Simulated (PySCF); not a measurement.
BFH₅N.
Geometry (PBE0-D3(BJ)/def2-SVP, Å), atoms numbered from 1 in this order:
```xyz
8
BFH5N angstrom
N      0.8099   -0.0670   -0.0380
B     -0.8426    0.0266    0.0520
F     -1.1324    1.2090   -0.6204
H      1.1541   -0.9145    0.4141
H      1.1122   -0.0758   -1.0137
H      1.2406    0.7402    0.4162
H     -1.0646    0.0582    1.2608
H     -1.2206   -0.9926   -0.5223
```

Jobs on this species (8 atoms, 26 electrons) with PySCF (density fitting). Hardware of each: an Arm Neoverse N1 with one thread, shared host. Other jobs ran on the host; a repeat could differ by tens of per cent or more. Peak memory is the resident size of the whole Python process, interpreter and libraries included.

| level and settings | work | basis functions | SCF cycles | wall time | peak memory |
| --- | --- | --- | --- | --- | --- |
| delta-SCF UKS SCAN, def2-TZVP on the ionised atom, pcseg-1 elsewhere, spin-free X2C | ΔSCF core ionisation, 3 holes | 84 | ? | ? | ? |
| delta-SCF UKS SCAN, pcX-2 on the ionised atom, pcseg-1 elsewhere, spin-free X2C | ΔSCF core ionisation, 3 holes | 98 | ? | ? | ? |
| delta-SCF UKS SCAN, pcX-2 on the ionised atom, pcseg-1 elsewhere, non-relativistic | ΔSCF core ionisation, 3 holes | 98 | ? | ? | ? |
| delta-SCF UKS SCAN, pcX-1 on the ionised atom, pcseg-1 elsewhere, spin-free X2C | ΔSCF core ionisation, 3 holes | 77 | 45 | 11 s | 0.37 GiB |
| delta-SCF UKS PBE0, pcX-2 on the ionised atom, pcseg-1 elsewhere, spin-free X2C | ΔSCF core ionisation, 3 holes | 98 | 42 | 12 s | 0.37 GiB |
| delta-SCF UKS HF, pcX-2 on the ionised atom, pcseg-1 elsewhere, spin-free X2C | ΔSCF core ionisation, 3 holes | 98 | 40 | 4.8 s | 0.37 GiB |
| delta-SCF UKS PBE, pcX-2 on the ionised atom, pcseg-1 elsewhere, spin-free X2C | ΔSCF core ionisation, 3 holes | 98 | 44 | 9.2 s | 0.37 GiB |
| PBE0-D3(BJ)/def2-SVP, grid level 1 | geometry optimisation from a GFN2-xTB start shaken at random | 67 | 63 | 21 s | 0.30 GiB |
| delta-SCF UKS B3LYP, pcX-2 on the ionised atom, pcseg-1 elsewhere, spin-free X2C | ΔSCF core ionisation, 3 holes | 98 | 41 | 13 s | 0.37 GiB |

**Question.** Fill in the missing figures.

**Answer.** 
- delta-SCF UKS SCAN, def2-TZVP on the ionised atom, pcseg-1 elsewhere, spin-free X2C; ΔSCF core ionisation, 3 holes: 12 s, 0.37 GiB, 42 SCF cycles
- delta-SCF UKS SCAN, pcX-2 on the ionised atom, pcseg-1 elsewhere, spin-free X2C; ΔSCF core ionisation, 3 holes: 14 s, 0.33 GiB, 44 SCF cycles
- delta-SCF UKS SCAN, pcX-2 on the ionised atom, pcseg-1 elsewhere, non-relativistic; ΔSCF core ionisation, 3 holes: 14 s, 0.37 GiB, 45 SCF cycles

**Question.** What do all jobs in the table cost together?

**Answer.** About 1.9 min; the longest takes about 19 % of that, and about 4.4 times as long as the shortest.
